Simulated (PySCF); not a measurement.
Excited states between 380 and 750 nm. Vertical TDDFT excitations of isolated species (PySCF; the level stands beside each; core orbitals frozen in the response), one conformer each, no solvent. Relativistic effects are left out although some hold elements past zinc.

1. `C1CSCCP1` (C4H9PS)
2. `[SiH3]Cl` (ClH3Si)
3. `c1c([se]nc1)/N=C/C#N` (C5H3N3Se)
4. `[BH]` (BH) [singlet]
5. `[H]/N=C/C1=N[Se]C=C1C#N` (C5H3N3Se)
6. `CC(Br)(CC)C` (C5H11Br)
7. `C=C(O)C=O` (C3H4O2)
8. `OB([SiH2]Cl)O` (BClH4O2Si)

Question: For which of them does the calculation put a singlet between 380 and 750 nm?

Answer: 4.

1. (CAM-B3LYP/def2-SVPD on a GFN2-xTB geometry) 228 nm (f 0.001); 200 nm (f 0.024); 194 nm (f 0.035); 193 nm (f 0.015); 187 nm (f 0.022).
2. (wB97X-D/def2-SVPD on a GFN2-xTB geometry) 160 nm (f 0.020 summed over 2 states); 141 nm (f 0.042 summed over 2 states); 140 nm (f 0.000); 135 nm (f 0.036 summed over 2 states); 132 nm (f 0.037).
3. (B3LYP/def2-SVPD on a PBE0-D3(BJ)/def2-SVP geometry) 367 nm (f 0.001); 363 nm (f 0.039); 302 nm (f 0.423); 288 nm (f 0.000); 251 nm (f 0.000). No computed singlet lies in the visible range (380 to 750 nm); the lowest, at 367 nm, stands 0.11 eV above its violet end (3.26 eV); a Tamm–Dancoff triplet lies at 510 nm, without intensity as long as spin–orbit coupling is left out.
4. (B3LYP/def2-SVPD on a PBE0-D3(BJ)/def2-SVP geometry) 465 nm (f 0.045 summed over 2 states); 197 nm (f 0.120); 138 nm (f 0.270); 136 nm (f 0.024 summed over 2 states); 133 nm (f 0.000 summed over 2 states). 2 computed singlets (S1 to S2) lie in the visible range (380 to 750 nm), the largest f among them at 465 nm, f = 0.022; light of that wavelength is blue, and its complementary colour is yellow.
5. (B3LYP/def2-SVPD on a PBE0-D3(BJ)/def2-SVP geometry) 292 nm (f 0.001); 271 nm (f 0.119); 254 nm (f 0.000); 247 nm (f 0.000); 245 nm (f 0.066).
6. (B3LYP/def2-SVPD on a PBE0-D3(BJ)/def2-SVP geometry) 214 nm (f 0.002); 212 nm (f 0.002); 179 nm (f 0.042); 178 nm (f 0.047); 161 nm (f 0.014).
7. (CAM-B3LYP/def2-SVPD on a PBE0-D3(BJ)/def2-SVP geometry) 291 nm (f 0.000); 243 nm (f 0.238); 178 nm (f 0.014); 165 nm (f 0.002); 162 nm (f 0.016).
8. (PBE0/def2-SVPD on a PBE0-D3(BJ)/def2-SVP geometry) 206 nm (f 0.017); 192 nm (f 0.005); 184 nm (f 0.101); 170 nm (f 0.001); 165 nm (f 0.015).
